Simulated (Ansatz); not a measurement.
Input file:

```yaml
crystal:
  periodic: [false, false, false]
  atoms:
    - {symbol: Ga, position_ang: [0.050001, -0.433834, -0.444317]}
    - {symbol: P, position_ang: [0.000001, -0.433834, -0.444317]}
    - {symbol: P, position_ang: [-0.000008, -0.247172, -1.959865]}
    - {symbol: H, position_ang: [0.000014, 0.931967, 0.403572]}
basis:
  gaussian: {orbitals: def2-SVP}
magnetization: {spin_polarized: false}
correlation: {method: mp2, electrons: outside_noble_gas}
```

```sh
$ ansatz run in.yaml --threads 1 --pin off --events-out ev --progress --plain --max-ram 2393MiB
```

Question: How does this run end?

Answer: Converged. The input was made wrong on purpose (atoms on top of each other), so the run isn't a sound calculation of what was asked.
```
695 factors; integrals over basis functions are off by at most 6.9e-4 eV
mean field evaluation 1: about 20358.6654 eV, gradient 4.0e2 eV
mean field evaluation 2: about 20357.0506 eV, gradient 4.1e2 eV
mean field evaluation 4: about 20315.1712 eV, gradient 3.6e1 eV
mean field evaluation 8: about 20312.9732 eV, gradient 2.3e-1 eV
mean field evaluation 16: about 20312.9787 eV, gradient 8.0e-1 eV
a density is far from that of the atoms, so the factors are made again for it
845 factors; integrals over basis functions are off by at most 1.5e-5 eV
mean field evaluation 32: about 20363.6899 eV, gradient 4.1e2 eV
mean field 20312.96172088 eV, 746.4875746222 hartree, gradient 1.8e-6 eV, S^2 0.000000; 2 other end points of the search recorded, 0 dependent functions left out; unrestricted orbitals would lower it
24 core orbitals not correlated, not the lowest: weight in the atoms' cores, before any rotation towards them, 0.320 or more for the frozen orbitals, at most 0.163 for the correlated occupied ones
reference 20312.96172088 eV, 746.4875746222 hartree; 7, 7 occupied and 42, 42 virtual orbitals, 845 factors
second order -3.02763881 eV of doubles, -0.00000000 eV of singles
Total energy: 20309.93408207 eV, 746.3763109482 hartree
```
